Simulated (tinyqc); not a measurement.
A ladder of methods, and size consistency: correlation methods against full CI in the sto-3g basis, for HF, spin multiplicity 1. Computed by the program tinyqc with PySCF. All electrons correlated; +Q is the Davidson correction (1 - c0^2) E_corr. The last columns treat two copies 100 angstrom apart as one system. FCI is the lowest singlet.

Geometry (angstrom):
```
atom,x,y,z
F,0.0000,0.0000,0.0000
H,0.0000,0.0000,1.1310
```

RHF energy of one = -98.544000 hartree

Correlation energies (hartree):
```
method,E_corr of one,share of FCI (%),E_corr of two at 100 angstrom,two minus twice one (mhartree)
MP2,-0.028595,61.5015,-0.057190,0.0000
CISD,-0.046495,100.0000,-0.089675,3.3149
CISD+Q,-0.048279,103.8372,-0.095843,0.7156
CCSD,-0.046495,100.0000,-0.092990,0.0000
CCSD(T),-0.046495,100.0000,-0.092990,0.0000
FCI,-0.046495,100.0000,-,-
```

What does the comparison show, and why?

MP2 recovers 62 %, CISD 100.0 % and CCSD 100.0 % of the FCI value (c0^2 = 0.962 in CISD). MP2 and coupled cluster are size consistent, so their last column vanishes; CISD loses 3.31 mhartree, since a double excitation on each copy is a quadruple of the pair, and the Davidson correction leaves +0.72. With two electrons, or one virtual orbital, CISD and CCSD are exact for one copy, so +Q overshoots there.
